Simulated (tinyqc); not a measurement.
Inside a calculation. Method: extended Hueckel theory, for LiH-. The parameters take no account of the charge, which enters only through the electron count, and nothing here shows that the anion is bound. One step of it, computed by the program tinyqc.

Problem. Mulliken analysis. P = C n C^T; charge = valence electrons (Li 1, H 1) minus the sum of (P S)_ii on the atom; overlap population = 2 sum P_ij S_ij between two atoms.

coefficients:
```
              MO1        MO2       MO3        MO4        MO5
1Li 2s   0.146658   0.855954  0.000000   0.000000   0.661671
1Li 2px  0.000000   0.000000  0.014807   0.999890   0.000000
1Li 2py  0.000000   0.000000  0.999890  -0.014807   0.000000
1Li 2pz  0.123263  -0.517024  0.000000   0.000000   1.032740
2H 1s    0.877242  -0.112350  0.000000   0.000000  -0.871123
```

occupations: 2.000000  1.000000  0.000000  0.000000  0.000000

overlap S:
```
           1Li 2s   1Li 2px   1Li 2py   1Li 2pz     2H 1s
1Li 2s   1.000000  0.000000  0.000000  0.000000  0.352951
1Li 2px  0.000000  1.000000  0.000000  0.000000  0.000000
1Li 2py  0.000000  0.000000  1.000000  0.000000  0.000000
1Li 2pz  0.000000  0.000000  0.000000  1.000000  0.475931
2H 1s    0.352951  0.000000  0.000000  0.475931  1.000000
```

Give: charges; Overlap populations.

Solution.

charges: 1Li -0.2608, 2H -0.7392

Overlap populations:
```
pair     value
2-1   0.374895
```
